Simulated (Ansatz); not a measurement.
The input, for Ansatz 0.2.0:

```yaml
crystal:
  periodic: [false, false, false]
  atoms:
    - {symbol: Ga, position_ang: [0.000000, 0.000000, 0.000000]}
    - {symbol: Li, position_ang: [0.000000, 0.000000, 2.808800]}
basis:
  gaussian: {orbitals: aug-cc-pVDZ}
hamiltonian: {xc: {name: PBE0}}
```

```sh
$ ansatz run in.yaml --threads 1 --pin off --events-out ev --progress --plain --max-ram 2393MiB
```

The program prints:

```
609 factors; integrals over basis functions are off by at most 4.9e-4 eV
mean field evaluation 1: about -52572.7557 eV, gradient 4.6e0 eV
mean field evaluation 2: about -52572.7964 eV, gradient 3.9e0 eV
mean field evaluation 4: about -52572.9412 eV, gradient 9.2e-2 eV
mean field evaluation 8: about -52572.9450 eV, gradient 3.0e-3 eV
mean field -52572.94497031 eV, -1932.0200924370 hartree, gradient 1.4e-5 eV, S^2 0.000000; 0 other end points of the search recorded, 0 dependent functions left out
reference -52572.94500142 eV, -1932.0200935804 hartree; 17, 17 occupied and 42, 42 virtual orbitals, 609 factors
Total energy: -52572.94500142 eV, -1932.0200935804 hartree
```

Ran on 1 thread of Arm Neoverse V2, shared host: 1.6 s wall, 0.18 GiB peak host memory.
